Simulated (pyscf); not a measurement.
Single points on ωB97X-D3(BJ)/def2-SVP structures (PySCF, gas phase).

SMILES: [O]=[W]([OH])([F])([F])[Cl]
```xyz
7

O      0.1243    -1.3357     0.2617
W     -0.6945    -0.0176    -0.3567
O      0.5159     1.2247    -1.0690
F     -0.7958     1.1016     1.1203
F     -0.8949    -0.5912    -2.1285
Cl    -2.9546    -0.3529    -0.1491
H      1.0015     1.1450    -1.9000
```
Charge 0, spin multiplicity 1.

Q: What is the homolytic dissociation enthalpy (298 K, ωB97M-D3(BJ)/def2-TZVP) of the Cl–W bond of `[O]=[W]([OH])([F])([F])[Cl]`, to [O=W(OH)(F)–F]• + Cl•?

A: Cl–W to [O=W(OH)(F)–F]• + Cl•: 84.8 kcal/mol. The 7 functionals that were run give +83.1 (M06-2X) to +93.3 kcal/mol (r²SCAN). The radicals are drawn with the spin at the cut bond; how far it spreads was not checked. Other isomers of [O=W(OH)(F)–F]• were not searched in full and may lie lower. Left out: the spin-orbit lowering of Cl. Open-shell species with a d-block atom are single-reference here; other states, and whether the spin sits on metal or ligand, were not checked. Elements past Kr carry the def2 core potentials, without spin-orbit coupling.
